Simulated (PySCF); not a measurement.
Polarisability of `CCC[c+]1cc1`

C6H9 (charge +1).
Cartesian coordinates in Å at the GFN2-xTB level; atoms count from 1:
```
atom  x, y, z in Å
C1    -2.2470    0.0570    0.6761
C2    -0.7280    0.0424    0.7876
C3    -0.0925   -0.0209   -0.6064
C4     1.3330   -0.0421   -0.6265
C5     2.5534   -0.0358    0.0541
C6     2.5520   -0.0826   -1.3069
H7    -2.6101   -0.8422    0.1848
H8    -2.5873    0.9220    0.1127
H9    -2.6908    0.1028    1.6657
H10   -0.4128   -0.8222    1.3729
H11   -0.3904    0.9427    1.3026
H12   -0.4537   -0.9029   -1.1576
H13   -0.4312    0.8236   -1.2264
H14    3.1029   -0.0127    0.9698
H15    3.0981   -0.1212   -2.2243
```

Level: PBE0/def2-SVPD (PySCF), static field, nuclei fixed, core orbitals frozen in the response. The polarisability tensor in these axes (au):

```
x   78.00 -0.62 -4.49
y   -0.62 45.27  0.54
z   -4.49  0.54 58.67
```

Task: What are the eigenvalues, a third of the trace, and Δα (Δα² = ½Σ(αi − αj)² over the three pairs)?

Result: Principal values 45.24, 57.69 and 79.01 au; mean 60.65 au = 8.99 Å³ = 10.00 × 10⁻⁴⁰ C²·m²/J; Δα = 29.58 au (49 % of the mean).

Task: Directions of the eigenvectors, and the extent of the frame along each?

Result: Largest value along (0.98, -0.02, -0.22), where the nuclei span 6.50 Å; middle along (0.22, 0.03, 0.98), 3.12 Å; least along (0.01, 1.00, -0.04), 1.78 Å. The response follows the extents in order.

Task: What depolarisation ratio follows for Rayleigh scattering of linearly polarised light, taking the static tensor?

Result: ρ = 3Δα²/(45ᾱ² + 4Δα²) = 2624.8/(165509 + 3499.8) = 0.0155.

Task: Sum over states: ᾱ = Σ f/ω², ω in Eh. What share falls to these 6 lowest TDDFT singlets (eV, f)? 5.66, 0.0003; 5.69, 0.0004; 5.77, 0.0050; 5.80, 0.0001; 6.21, 0.0000; 6.31, 0.0001.

Result: They add up to 0.13 au, 0.2 % of the 60.65 au; the largest single term is 0.11 au, from the state at 5.77 eV. Terms in order: 0.01, 0.01, 0.11, 0.00, 0.00, 0.00 au. Higher excitations give the rest. The strengths listed sum to 0.006.

Isolated species at its GFN2-xTB geometry (one conformer only).
